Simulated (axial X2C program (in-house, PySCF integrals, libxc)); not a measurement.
Worked dissociation energy of Mg₂⁺: TPSSh, spin-free

Calculated with an axial X2C code built on PySCF integrals. Spin-free means the one-electron spin-free X2C Hamiltonian. Basis: Mg dyall-cv3z [9s8p6d3f] (cores contracted in-house); Gaussian nuclei, density fitting, unrestricted open shells. Masses: Mg 23.985 u.

Molecular state: M_S = 1/2, Λ = 0 (beyond evenly filled blocks: σα).

| Item | Value |
| --- | --- |
| E(Mg+) (2M_S = 1, M_L = 0) | -200.117414 hartree |
| E(Mg) (2M_S = 0, M_L = 0) | -200.394756 hartree |
| E(Mg₂⁺) at Re | -400.569621 hartree |
| ωe | 198.7 cm⁻¹ |

(1) Work out De and D0.

One determinant describes the state; a PBE0 search over occupations chose it and may have missed a lower one. Dissociation energies refer to the lowest single-determinant-based atoms at the same level and basis.

Each atomic determinant is the lowest at this level and need not be a pure term. Totals compare only within one Hamiltonian and basis.

## Answers

(1) De = -200.117414 + (-200.394756) − (-400.569621) = 0.05745 hartree = 1.563 eV. The zero-point energy is ωe/2 = 99 cm⁻¹ = 0.012 eV, so D0 = 1.551 eV.
